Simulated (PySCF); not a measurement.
# `C=CCl`, C₂H₃Cl

Molfile (atoms numbered from 1):
```
C2H3Cl
     RDKit          3D

  6  5  0  0  0  0  0  0  0  0999 V2000
   -0.6041    0.0014   -0.4246 C   0  0  0  0  0  0  0  0  0  0  0  0
    0.4898    0.0978    0.3075 C   0  0  0  0  0  0  0  0  0  0  0  0
    1.4312   -1.2605    0.7879 Cl  0  0  0  0  0  0  0  0  0  0  0  0
   -1.1477    0.8997   -0.6902 H   0  0  0  0  0  0  0  0  0  0  0  0
   -0.9816   -0.9516   -0.7726 H   0  0  0  0  0  0  0  0  0  0  0  0
    0.8894    1.0367    0.6686 H   0  0  0  0  0  0  0  0  0  0  0  0
  1  2  2  0
  2  3  1  0
  1  4  1  0
  1  5  1  0
  2  6  1  0
M  END
```

The calculation used quadratic response CAM-B3LYP/aug-cc-pVTZ first hyperpolarisability, Taylor convention, gas phase in PySCF 2.14.0. Geometry: PBE0-D3(BJ)/def2-TZVP.

Give the tensor of the second harmonic β(−2ω;ω,ω) at 1064 nm in the axes of these coordinates.

In au, Taylor convention; rows are the first index (the induced dipole):
```
      xx     yy     zz     xy     xz     yz
x  +56.3  +23.6  +17.6  -26.9   +9.3   -9.2
y  -26.6  -13.7  -17.5  +23.3   -9.1  +16.5
z  +10.1  +16.7  +31.5   -9.1  +16.4  -17.8
```
Norm of βᵢ = ⅓ Σⱼ (βᵢⱼⱼ + βⱼᵢⱼ + βⱼⱼᵢ): 126.6 au, hyper-Rayleigh value 48.2 au.
